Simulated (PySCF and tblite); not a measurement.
Results of a calculation; reference values are marked as such.
C2H6S2, numbered as in [SH:1][CH2:2][CH2:3][SH:4]. The same 5 conformers on PBE0-D3(BJ)/def2-SVP geometries, with only the functional of the single-point energies changed (basis set def2-TZVP, solvent none (gas phase), D3(BJ) where defined; PySCF).

Torsions listed: H1–S1–C2–C3, S1–C2–C3–S4, C2–C3–S4–H4. Of a mirror pair one member is shown.

```json
{"conformer": "1", "shape": "-67°, -64°, 53°", "symmetry": "C1 (pair)", "dipole D": "2.13"}
{"conformer": "2", "shape": "73°, -63°, 74°", "symmetry": "C2 (pair)", "dipole D": "1.16"}
{"conformer": "3", "shape": "68°, 175°, 68°", "symmetry": "C2 (pair)", "dipole D": "1.42"}
{"conformer": "4", "shape": "-68°, 180°, 68°", "symmetry": "Ci", "dipole D": "0.00"}
```

Not shown: 1 more, 6.8 % in all.

Energies (kcal/mol) above conformer 1 and its weight at 298.15 K (thermal terms from GFN2-xTB):

```json
{"functional": "PBE0", "E(2) − E(1)": "-0.07", "E(3) − E(1)": "0.27", "E(4) − E(1)": "0.25", "weight of 1 (%)": "39"}
{"functional": "BHandHLYP", "E(2) − E(1)": "-0.25", "E(3) − E(1)": "-0.02", "E(4) − E(1)": "-0.03", "weight of 1 (%)": "29"}
{"functional": "CAM-B3LYP", "E(2) − E(1)": "-0.19", "E(3) − E(1)": "-0.01", "E(4) − E(1)": "-0.03", "weight of 1 (%)": "30"}
{"functional": "PBE", "E(2) − E(1)": "-0.02", "E(3) − E(1)": "0.36", "E(4) − E(1)": "0.34", "weight of 1 (%)": "43"}
{"functional": "r2SCAN", "E(2) − E(1)": "?", "E(3) − E(1)": "?", "E(4) − E(1)": "?", "weight of 1 (%)": "?"}
{"functional": "HSE06", "E(2) − E(1)": "-0.06", "E(3) − E(1)": "0.22", "E(4) − E(1)": "0.20", "weight of 1 (%)": "38"}
{"functional": "wB97X-D", "E(2) − E(1)": "-0.15", "E(3) − E(1)": "-0.13", "E(4) − E(1)": "-0.19", "weight of 1 (%)": "26"}
```

**Question.** What does r2SCAN give?

**Answer.** E(2) − E(1) = -0.19 kcal/mol, E(3) − E(1) = 0.05 kcal/mol, E(4) − E(1) = 0.02 kcal/mol, weight of conformer 1 32 %.

**Question.** How much does the choice of functional matter?

**Answer.** The widest range is that of E(4) − E(1), which runs from -0.19 (wB97X-D) to 0.34 kcal/mol (PBE), a spread of 0.53, against RT = 0.59.

The cap on conformers cut off some of the population, so the set may be incomplete.
